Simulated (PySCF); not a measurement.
A structure optimised at GFN2-xTB (Å):
```
atom  x, y, z in Å
O1     0.0029   -0.9712   -1.2097
S2    -0.0036   -0.2368    0.0031
O3    -0.0399   -0.9036    1.2539
Cl4    1.5989    1.0245   -0.0031
Cl5   -1.5497    1.0900   -0.0614
```

Charge 0, singlet.

**Question.** Which heavy atoms are bonded, and with what formal order?

**Answer.** O1–S2 1.42 Å (double); S2–O3 1.42 Å (double); S2–Cl4 2.04 Å (single); S2–Cl5 2.04 Å (single). The orders are those of one drawing; other resonance forms can be drawn.

**Question.** Write the SMILES.

**Answer.** `O=S(=O)(Cl)Cl`, Cl2O2S, sulfuryl chloride.

**Question.** Name the point group.

**Answer.** C2v (tolerance 0.08 Å).

**Question.** Describe the place of each heavy atom.

**Answer.** O1/O3: sulfonyl oxygen; S2: sulfonyl sulfur; Cl4/Cl5: chlorine bonded to S.

**Question.** What is the arrangement about S2?

**Answer.** It has 4 neighbours (O1, O3, Cl4, Cl5) and is distorted tetrahedral (angles from 101.1° to 120.7°).

These are computed values.
